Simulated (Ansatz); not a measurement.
Species: C$_{2}$H$_{5}$O, charge 0, multiplicity 2. It need not be the lowest isomer of its formula. 
Coordinates optimised at B3LYP-D3(BJ)/def2-TZVP (Ansatz, a quantum-chemistry and plane-wave program):
SMILES: [CH2]CO
```xyz
8

C      1.1500    -0.5481     0.0778
C      0.1001     0.4855     0.1538
O     -1.1512    -0.0848    -0.2195
H     -1.8025     0.6203    -0.2893
H      0.0546     0.9063     1.1703
H      0.3469     1.3296    -0.5164
H      2.1102    -0.3827     0.5442
H      0.9997    -1.4196    -0.5423
```
Charge 0, spin multiplicity 2.

Basis-set convergence of Hartree-Fock and MP2 correlation energies (hartree) with Ansatz. Cores are frozen in the correlated levels unless marked. Open shells are spin-unrestricted. Spin-orbit coupling is left out. No relativistic terms.

```
basis    functions       E(HF)  E(corr, MP2)
-------  ---------  ----------  ------------
cc-pVDZ         67  -153.45865      -0.44600
cc-pVTZ        160           …             …
```

Q: Complete the blanks.

A: 
- cc-pVTZ, E(HF): -153.50816
- cc-pVTZ, E(corr, MP2): -0.56199
